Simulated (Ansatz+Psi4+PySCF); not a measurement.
```tsv
atom	x (Å)	y (Å)	z (Å)
F	0.0000	0.0000	0.1121
H	0.0000	0.0000	-1.0086
```

Basis set: cc-pVTZ (spherical functions). Correlated methods keep 1 orbital frozen. Charge 0, multiplicity 1.

Computed with Ansatz (development build ahead of 0.2.0) and Psi4 1.11; each method stands on the lowest determinant of its kind that the runs found. Restricted open shells among the atoms or ions are ROHF, correlated in semicanonical orbitals with singles.

Q: Give the vertical ionization energy (product with multiplicity 2 at the same shape, open shells in the same class of orbitals) of singlet HF by RHF-CCSD(T), RHF-CCSD, RHF-MP2, RHF.

A:

```csv
method,ionization energy
RHF-CCSD(T),15.19 eV
RHF-CCSD,15.11 eV
RHF-MP2,15.41 eV
RHF,13.53 eV
```

Caution: stretched shape with no unrestricted run beside it, a lower state can exist.
